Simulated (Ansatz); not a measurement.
System: nitrous oxide, N₂O, net charge 0, singlet state. SMILES: [N+]([O-])#N
Geometry: optimised at B3LYP-D3(BJ)/def2-TZVP (Ansatz, a program for electronic structure).

Computed values are from Ansatz. Correlated levels leave the core frozen unless marked. UHF or UKS for open shells. No spin-orbit coupling. Non-relativistic. CBS marks a two-point X^-3 extrapolation of the correlation energy; Hartree-Fock from the larger set.

```json
{
 "atomisation energy De": "268.9 kcal/mol at CCSD(T)/CBS(aug-cc-pVTZ,aug-cc-pVQZ)",
 "total_energy": "-184.4920 Eh at CCSD(T)/CBS(aug-cc-pVTZ,aug-cc-pVQZ)",
 "dipole_moment": "0.14 D at CCSD(T)/aug-cc-pVDZ",
 "T1 diagnostic": "0.019 at CCSD/aug-cc-pVQZ",
 "measured enthalpy of formation, 298 K": "19.7 kcal/mol (Active Thermochemical Tables 1.112 (ions: stationary electron), as tabulated in the package chemicals)",
 "measured_dipole_moment": "0.17 D (NIST CCCBDB, as tabulated in the package chemicals; older table, unchecked)"
}
```
